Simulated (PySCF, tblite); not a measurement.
**C₂H₅O₂S radical: geometry, infrared bands and EPR parameters**

What infrared bands and EPR parameters should C₂H₅O₂S radical (`[CH2]O[S@@](C)=O`) show?

Programs: tblite 0.8.0 and PySCF 2.14.0, with density-fitted response routines of our own. Each step states its level of theory. These are calculated values for one molecule in the gas phase, unless marked as measured. Atoms are numbered from 0 throughout.

### Step 1. The molecule as given

10 atoms, charge 0, multiplicity 2; geometry from: force field or distance geometry start.

Bonds of the start (Å): C0–O1 1.38, O1–S2 1.61, S2–C3 1.83, S2–O4 1.50, C0–H5 1.07, C0–H6 1.07, C3–H7 1.08, C3–H8 1.09, C3–H9 1.08.

### Step 2. Geometry optimisation with GFN2-xTB

Job settings and geometry (Å):

```
{"job": {"kind": "relax", "xc": "GFN2-xTB", "basis": "xTB"}, "charge": 0, "multiplicity": 2}
C      2.059600     0.114700     0.703500
O      0.822700     0.432400     0.190300
S     -0.420100    -0.188600     1.008700
C     -1.607400     0.291400    -0.294600
O     -0.312700    -1.683200     0.995400
H      2.863800     0.537900     0.142100
H      2.135600    -0.629100     1.469400
H     -1.305300    -0.160200    -1.233400
H     -2.592700    -0.082000    -0.002700
H     -1.634500     1.371300    -0.372400
```

On the command line:

```
OMP_NUM_THREADS=1 python probes_run.py task.json out
```

One launch serves the whole session: the jobs run in the order shown.

**Question.** This job is followed by: GFN2-xTB harmonic vibrations, gas phase; UKS B3LYP, pcH-1 on C H O S, non-relativistic, mean-field spin-orbit, GIAO. Predict these results of the whole session: strongest single infrared mode (GFN2-xTB); zero-point energy (GFN2-xTB); g(iso) (B3LYP); ⟨S²⟩; largest a(iso) (averaged by class); surface potential, 1st and 99th percentile.

**Answer**, as computed:

| quantity | value |
| --- | --- |
| strongest single infrared mode (GFN2-xTB) | 1154 cm⁻¹, 318 km/mol |
| zero-point energy (GFN2-xTB) | 41.8 kcal/mol |
| g(iso) (B3LYP) | 2.00743 |
| ⟨S²⟩ | 0.766 (exact 0.75) |
| largest a(iso) (averaged by class) | 17O on O1, -113.8 MHz |
| surface potential, 1st and 99th percentile | -1.64 V and 1.12 V |

In words: The optimisation took 109 steps and gained 0.277 eV; among the close pairs (by a distance rule), O1–S2 changed most, from 1.612 to 2.033 Å. No mode is imaginary among the 24: a minimum at this level. The strongest single mode, at 1154 cm⁻¹, moves mainly O4 and S2. GFN2-xTB is a fitted tight-binding method: band positions and strengths are rough. Its intensities can rank the bands wrongly. The largest spin populations lie on C0 (0.48 e), S2 (0.40 e). The isotropic g lies 5.1 ppt above the free-electron value.
